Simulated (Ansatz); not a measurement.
# Gd (Gd, hcp): the cost of one run

Method: DFT, r2SCAN, plane waves (500 eV) with PAW, scalar-relativistic, in Ansatz 0.2.0.

## Step 1: The starting structure

It takes space group P6_3/mmc (No. 194, hexagonal). Conventional cell: a = 3.636 Å, b = 3.636 Å, c = 5.783 Å, α = 90.00°, β = 90.00°, γ = 120.00°. Gd (site symmetry -6m2) is surrounded by 12 Gd at 3.57 to 3.64 Å.

Structure file:

```xyz
2
Lattice="3.6360 0.0000 0.0000 -1.8180 3.1489 0.0000 0.0000 0.0000 5.7826" Properties=species:S:1:pos:R:3 pbc="T T T"
Gd    0.0000    2.0992    1.4457
Gd    1.8180    1.0496    4.3369
```

## Step 2: Relax

input.yaml reads:

```yaml
crystal:
  lattice:
    - [3.6360007066, 0.0, 0.0]
    - [-1.8180003533, 3.1488689801, 0.0]
    - [0.0, 0.0, 5.7826]
  atoms:
    - { symbol: Gd, position: [0.3333333333, 0.6666666667, 0.25], spin: 7.0 }
    - { symbol: Gd, position: [0.6666666667, 0.3333333333, 0.75], spin: -7.0 }
hamiltonian:
  xc: r2scan
  pseudopotentials:
    kind: paw
    azcp:
      Gd: "pseudopotentials/Gd.paw.azcp"
basis:
  ecutwfc: 500
  fft_grid_basis: typed
kpoints:
  mp_grid: { grid: [10, 10, 6], shift: [0, 0, 0] }
magnetization:
  spin_polarized: true
scf:
  occupations: { method: fermi_dirac, width: 0.05 }
relax:
  max_steps: 60
  f_tol: 0.01
  cell: {}
```

Q: Estimate wall time and peak memory on 4 threads of an x86-64 CPU, shared host.

About 84 s, with a peak of 0.69 GiB.
